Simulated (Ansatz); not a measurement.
A nudged elastic band was laid between two geometries of H2 + H4OSi (8 atoms, charge 0, multiplicity 1).

All numbers below come from Ansatz 0.2.0, RKS PBE/cc-pVDZ.

- movable images: 7
- climbing image: yes
- spring: 5.0 eV/Å²
- optimiser: quadratic models (default)
- start path: through a guess of the saddle point
- force threshold: 0.05 eV/Å
- iteration limit: 60
- end points: relaxed

First end point:

```xyz
8
Properties=species:S:1:pos:R:3
Si -0.350 0.507 -0.224
O 0.117 -0.112 1.301
H -0.643 -0.358 1.863
H 0.943 0.862 -0.903
H -1.214 1.741 -0.081
H -1.108 -0.509 -1.048
H 1.642 -2.783 2.155
H 1.343 -2.117 1.904
```

Last end point:

```xyz
8
Properties=species:S:1:pos:R:3
Si 0.360 0.130 -0.378
O -0.548 -0.771 2.406
H -0.947 -1.568 2.004
H 0.855 0.511 -1.756
H 0.219 1.377 0.447
H -0.960 -0.576 -0.542
H 1.380 -0.806 0.222
H 0.371 -1.066 2.565
```

What changes between the two ends?

Bonds broken: Si1–O2, H7–H8. Bonds formed: Si1–H7, O2–H8. H2 + H4OSi becomes H2O + H4Si.

Give the energies along the band, and the barrier.

It converged. The highest image is number 5 of 0 to 8, 1.79 eV above the first end and 1.44 eV above the last; the last end lies 0.35 eV above the first. The profile has 2 maxima (images 5, 7) with wells between them (image 6): this band takes more than one step, which may be the mechanism or a detour left from its start path. Neighbouring images differ by up to 1.4 eV, so the band resolves the path poorly. A vibrational analysis at the climbing image gives one clearly imaginary mode, 1140i cm⁻¹: a first-order saddle point. The orbitals stay closed-shell, which can raise the energy where a bond breaks towards radicals; this wasn't checked here.

```tsv
image	path coordinate (Å)	energy (eV)	Si1–O2 (Å)	H7–H8 (Å)	Si1–H7 (Å)
0	0.00	0.00	1.71	0.77	4.52
1	0.75	0.01	1.71	0.77	4.14
2	1.50	0.02	1.71	0.77	3.66
3	2.25	0.09	1.71	0.77	2.98
4	3.00	0.59	1.75	0.79	2.30
5	3.75	1.79	1.96	1.12	1.79
6	5.79	0.36	3.06	2.24	1.51
7	7.83	0.47	3.61	2.57	1.51
8	9.87	0.35	3.06	2.56	1.51
```

What is the geometry of the highest image?


```xyz
8
Properties=species:S:1:pos:R:3
Si 0.068 -0.082 -0.004
O 0.134 -0.233 1.947
H -0.746 -0.333 2.376
H 1.312 0.493 -0.625
H -0.865 1.117 0.183
H -0.729 -0.978 -0.925
H 0.949 -1.554 0.503
H 0.607 -1.200 1.513
```

Run time: 2.7 min on 1 thread of AMD EPYC 7R43 64-Core Processor (Zen 3) (shared host), peak memory 0.12 GiB.
